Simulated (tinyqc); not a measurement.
Coupled-perturbed Hartree-Fock on RHF in the sto-3g basis, for BH3, spin multiplicity 1, step by step. One step of it, computed by the program tinyqc.

Problem. Coupled step 1. U_ai = -(mu_ai + sum_bj [4 (ai|bj) - (ab|ij) - (aj|bi)] U_bj) / (e_a - e_i); alpha = -4 sum U_ai mu_ai.

uncoupled U:
```
           i1         i2         i3         i4
a5  -0.015821  -0.919974   0.000020   0.000000
a6   0.000134   0.000777  -0.000004   0.000000
a7   0.000000   0.000000   0.000000  -0.006133
a8   0.000000   0.000000  -0.006131   0.000000
```

dipole integrals <a|z|i> (bohr):
```
           i1         i2         i3        i4
a5   0.121255   0.814526  -0.000014  0.000000
a6  -0.001075  -0.000973   0.000004  0.000000
a7   0.000000   0.000000   0.000000  0.006961
a8   0.000001   0.000000   0.006963  0.000000
```

orbital energies (hartree): MO1 -7.421698, MO2 -0.643062, MO3 -0.442772, MO4 -0.442616, MO5 0.242317, MO6 0.609554, MO7 0.692401, MO8 0.692842

Two-electron integrals over orbitals (pq|rs), unique and non-zero (hartree):
```
(11|11) 2.886561    (21|11) -0.248154   (21|21) 0.033370    (22|11) 0.593589
(22|21) -0.008292   (22|22) 0.435785    (31|11) -3.00e-06   (31|21) 7.01e-07
(31|22) 7.30e-07    (31|31) 0.007135    (32|11) 0.000016    (32|21) 3.27e-07
(32|22) 0.000021    (32|31) 0.012096    (32|32) 0.118579    (33|11) 0.529105
(33|21) -0.003420   (33|22) 0.428555    (33|31) 0.003784    (33|32) 0.063804
(33|33) 0.480317    (41|41) 0.007135    (42|41) 0.012093    (42|42) 0.118520
(43|41) -0.003786   (43|42) -0.063829   (43|43) 0.049691    (44|11) 0.529079
(44|21) -0.003420   (44|22) 0.428514    (44|31) -0.003788   (44|32) -0.063841
(44|33) 0.381010    (44|44) 0.480334    (51|11) -0.002324   (51|21) 0.000290
(51|22) -0.000176   (51|31) 6.50e-09    (51|33) -0.000089   (51|44) -0.000089
(51|51) 0.021879    (52|11) 0.001316    (52|21) -0.000092   (52|22) -0.000131
(52|32) -7.15e-08   (52|33) -0.000122   (52|44) -0.000122   (52|51) 0.021206
(52|52) 0.068753    (53|11) -2.39e-08   (53|22) -1.07e-07   (53|31) 0.000034
(53|32) -0.000268   (53|33) -0.000265   (53|44) 0.000265    (53|51) 8.62e-09
(53|52) 4.97e-07    (53|53) 0.016752    (54|41) 0.000034    (54|42) -0.000268
(54|43) 0.000265    (54|54) 0.016750    (55|11) 0.741935    (55|21) -0.009609
(55|22) 0.458598    (55|31) -2.77e-07   (55|32) 0.000009    (55|33) 0.424630
(55|44) 0.424612    (55|51) 0.000308    (55|52) 0.001673    (55|53) -2.95e-08
(55|55) 0.586777    (61|11) -0.274274   (61|21) 0.037740    (61|22) -0.008540
(61|31) 0.000007    (61|32) 0.000010    (61|33) -0.003308   (61|44) -0.003312
(61|51) 0.000146    (61|52) -0.000265   (61|53) 3.62e-08    (61|55) -0.007919
(61|61) 0.042791    (62|11) 0.219296    (62|21) -0.009177   (62|22) 0.044752
(62|31) 4.06e-06    (62|32) -0.000012   (62|33) 0.021397    (62|44) 0.021452
(62|51) -0.000257   (62|52) -0.000052   (62|53) 3.26e-07    (62|55) 0.111188
(62|61) -0.009327   (62|62) 0.071994    (63|11) 0.000102    (63|21) -2.83e-06
(63|22) 0.000007    (63|31) 0.003374    (63|32) -0.043973   (63|33) -0.041811
(63|44) 0.041844    (63|51) 8.75e-09    (63|52) 4.86e-07    (63|53) 0.000305
(63|55) 0.000046    (63|61) 7.48e-07    (63|62) 0.000080    (63|63) 0.061284
(64|41) 0.003382    (64|42) -0.043862   (64|43) 0.041800    (64|54) 0.000305
(64|64) 0.061190    (65|11) -0.001272   (65|21) -0.000030   (65|22) -0.000607
(65|31) 7.69e-08    (65|32) 6.25e-07    (65|33) -0.000258   (65|44) -0.000259
(65|51) 0.023204    (65|52) 0.064538    (65|53) 0.000009    (65|55) 0.000039
(65|61) -0.000232   (65|62) -0.001068   (65|63) -4.95e-07   (65|65) 0.065793
(66|11) 0.604699    (66|21) -0.011016   (66|22) 0.429532    (66|31) 0.000015
(66|32) 0.000149    (66|33) 0.427251    (66|44) 0.427074    (66|51) -0.000532
(66|52) -0.001098   (66|53) -5.57e-07   (66|55) 0.450777    (66|61) -0.011109
(66|62) 0.027605    (66|63) -0.000066   (66|65) -0.001389   (66|66) 0.444071
(71|41) 0.012611    (71|42) 0.018822    (71|43) -0.005198   (71|54) 0.000065
(71|64) 0.006031    (71|71) 0.022470    (72|41) 0.007875    (72|42) -0.001415
(72|43) 0.023356    (72|54) 0.000381    (72|64) 0.046053    (72|71) 0.013237
(72|72) 0.048734    (73|41) 0.002789    (73|42) 0.048935    (73|43) -0.023755
(73|54) -0.000215   (73|64) -0.031071   (73|71) 0.004759    (73|72) -0.009953
(73|73) 0.034596    (74|11) 0.206119    (74|21) -0.005209   (74|22) 0.048980
(74|31) 0.002790    (74|32) 0.048954    (74|33) 0.052966    (74|44) 0.005482
(74|51) 4.00e-07    (74|52) 0.000653    (74|53) -0.000215   (74|55) 0.101183
(74|61) -0.004939   (74|62) 0.069538    (74|63) -0.031081   (74|65) -0.000327
(74|66) 0.027629    (74|74) 0.105889    (75|41) 0.000121    (75|42) 0.000867
(75|43) -0.000431   (75|54) 0.016239    (75|64) -0.000361   (75|71) 0.000204
(75|72) 0.000107    (75|73) 0.000365    (75|75) 0.020445    (76|41) 0.012521
(76|42) 0.107581    (76|43) -0.058365   (76|54) -0.000351   (76|64) -0.046768
(76|71) 0.020312    (76|72) -0.006831   (76|73) 0.051260    (76|75) 0.000763
(76|76) 0.110623    (77|11) 0.673626    (77|21) -0.009412   (77|22) 0.449988
(77|31) 0.000681    (77|32) -0.029145   (77|33) 0.411702    (77|44) 0.478579
(77|51) -0.000069   (77|52) 0.000284    (77|53) 0.000254    (77|55) 0.472795
(77|61) -0.008965   (77|62) 0.048655    (77|63) 0.037348    (77|65) -0.000210
(77|66) 0.454449    (77|74) 0.045423    (77|77) 0.519620    (81|11) 0.000180
(81|21) -0.000024   (81|22) 0.000007    (81|31) 0.012614    (81|32) 0.018831
(81|33) 0.005198    (81|44) -0.005200   (81|51) -1.08e-07   (81|52) 1.63e-07
(81|53) 0.000065    (81|55) 0.000005    (81|61) -0.000016   (81|62) 0.000014
(81|63) 0.006019    (81|65) 2.61e-07    (81|66) 0.000031    (81|74) 0.004764
(81|77) 0.001974    (81|81) 0.022481    (82|11) -0.000146   (82|21) 0.000006
(82|22) -0.000043   (82|31) 0.007875    (82|32) -0.001430   (82|33) -0.023369
(82|44) 0.023328    (82|51) 1.62e-07    (82|52) 1.15e-07    (82|53) 0.000381
(82|55) -0.000076   (82|61) 0.000014    (82|62) -4.05e-06   (82|63) 0.046066
(82|65) 6.25e-07    (82|66) -0.000044   (82|74) -0.009999   (82|77) 0.029848
(82|81) 0.013238    (82|82) 0.048732    (83|11) 0.206146    (83|21) -0.005210
(83|22) 0.048975    (83|31) -0.002790   (83|32) -0.048889   (83|33) 0.005557
(83|44) 0.052951    (83|51) 4.07e-07    (83|52) 0.000653    (83|53) 0.000215
(83|55) 0.101191    (83|61) -0.004945   (83|62) 0.069562    (83|63) 0.031107
(83|65) -0.000327   (83|66) 0.027492    (83|74) 0.039967    (83|77) 0.067660
(83|81) -0.004759   (83|82) 0.009881    (83|83) 0.105821    (84|41) 0.002786
(84|42) 0.048953    (84|43) -0.023778   (84|54) -0.000215   (84|64) -0.031106
(84|71) 0.004753    (84|72) -0.009984   (84|73) 0.031373    (84|75) 0.000365
(84|76) 0.051283    (84|84) 0.034628    (85|11) 7.28e-07    (85|21) 2.97e-08
(85|22) 5.07e-07    (85|31) 0.000121    (85|32) 0.000868    (85|33) 0.000431
(85|44) -0.000431   (85|51) -0.000015   (85|52) -0.000041   (85|53) 0.016241
(85|55) -7.24e-08   (85|61) 2.67e-07    (85|62) 6.02e-07    (85|63) -0.000362
(85|65) -0.000030   (85|66) 1.93e-06    (85|74) 0.000365    (85|77) -0.000166
(85|81) 0.000204    (85|82) 0.000107    (85|83) -0.000364   (85|85) 0.020447
(86|11) 0.000031    (86|21) 2.50e-06    (86|22) 0.000028    (86|31) 0.012521
(86|32) 0.107658    (86|33) 0.058387    (86|44) -0.058406   (86|51) 2.86e-07
(86|52) 7.08e-07    (86|53) -0.000352   (86|55) 0.000013    (86|61) 0.000013
(86|62) -0.000006   (86|63) -0.046924   (86|65) 1.30e-06    (86|66) 0.000156
(86|74) 0.051302    (86|77) -0.030066   (86|81) 0.020315    (86|82) -0.006891
(86|83) -0.051210   (86|85) 0.000764    (86|86) 0.110728    (87|41) 0.000674
(87|42) -0.029214   (87|43) 0.033498    (87|54) 0.000255    (87|64) 0.037343
(87|71) 0.001957    (87|72) 0.029896    (87|73) -0.011170   (87|75) -0.000166
(87|76) -0.030107   (87|84) -0.011193   (87|87) 0.034542    (88|11) 0.673723
(88|21) -0.009416   (88|22) 0.450029    (88|31) -0.000699   (88|32) 0.029007
(88|33) 0.478525    (88|44) 0.411782    (88|51) -0.000069   (88|52) 0.000284
(88|53) -0.000254   (88|55) 0.472829    (88|61) -0.008972   (88|62) 0.048603
(88|63) -0.037235   (88|65) -0.000210   (88|66) 0.454566    (88|74) 0.067616
(88|77) 0.450703    (88|81) -0.001991   (88|82) -0.029914   (88|83) 0.045544
(88|85) 0.000165    (88|86) 0.029948    (88|88) 0.519601
```

Give: U after step 1; polarisability.

Solution.

U after step 1:
```
         i1       i2       i3       i4
a5  -0.0084  -1.1808   0.0000   0.0000
a6   0.0000   0.0025   0.0000   0.0000
a7   0.0000   0.0000   0.0000  -0.0055
a8   0.0000   0.0000  -0.0055   0.0000
```

polarisability = 3.8517 bohr^3
